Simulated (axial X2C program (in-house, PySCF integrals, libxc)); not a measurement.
MgAl: cheaper levels and CCSD(T), two-component

All values were computed with an in-house relativistic program for diatomic molecules. Two-component (2c) means X2C with spin–orbit coupling and atomic mean-field two-electron Coulomb and Gaunt terms. Basis: Al dyall-v3z [8s8p2d1f], Mg dyall-cv3z [9s8p6d3f] (cores contracted in-house); Gaussian nuclei, density fitting, unrestricted open shells. Masses: Al 26.982 u, Mg 23.985 u.

State: Ω = 1/2 (⟨Sz⟩ = -0.50, ⟨Lz⟩ = 1.00 at HF); fragments Al + Mg.

```tsv
level	Re (Å)	ωe (cm⁻¹)	De (eV)
PBE0	2.886	204.8	0.434
CCSD	2.954	168.5	0.220
LDA	2.816	226.4	0.718
```

Correlated methods: 5 electrons correlated (number of frozen shells: Al 2 s, 1 p; Mg 2 s, 1 p), 215 virtual spin orbitals or spinors in MP2, 90 natural virtuals in coupled cluster.

CCSD(T), same Hamiltonian and basis:

Re = 2.898 Å, ωe = 194.4 cm⁻¹, De = 0.33 eV; T1 = 0.040 (Lee–Taylor normalisation).

(1) Give the differences from CCSD(T) in the columns below.

One determinant describes the state; a PBE0 search over occupations chose it and may have missed a lower one. De is counted from the lowest determinant-based energies of the atoms at the same level, without counterpoise correction. Density functionals use the spin component along the axis (collinear). CCSD and (T) use frozen natural virtuals with an MP2 correction for the truncation; (T) itself is uncorrected, so its De runs slightly low. The 2c atoms are single determinants rather than J levels; their spin–orbit lowering is only partly caught, and De is too large by that part. This holds for PBE0, LDA. Other states lie close and PBE0, whose exact exchange favours high spin, may order them wrongly; the determinant shown need not be the ground state. The nearest other 2c determinant of the search, Ω = 3/2, lies 0.01 eV up at the distance of the search. The functionals have no current-density term, which raises determinants with orbital currents, atoms included. The atomic limit has a lower orbital projection than the molecule and lies lower at mean-field level, so De may be about a tenth of an eV too small. The T1 diagnostic is large, a sign of multireference character. The levels of this run spread widely (ωe from 169 to 226 cm⁻¹), so these constants depend on the method.

Results:

(1) 

```json
{"level": "PBE0", "ΔRe (Å)": "-0.012", "Δωe (cm⁻¹)": "10.4", "ΔDe (eV)": "0.10"}
{"level": "CCSD", "ΔRe (Å)": "0.056", "Δωe (cm⁻¹)": "-25.9", "ΔDe (eV)": "-0.11"}
{"level": "LDA", "ΔRe (Å)": "-0.082", "Δωe (cm⁻¹)": "32.0", "ΔDe (eV)": "0.39"}
```
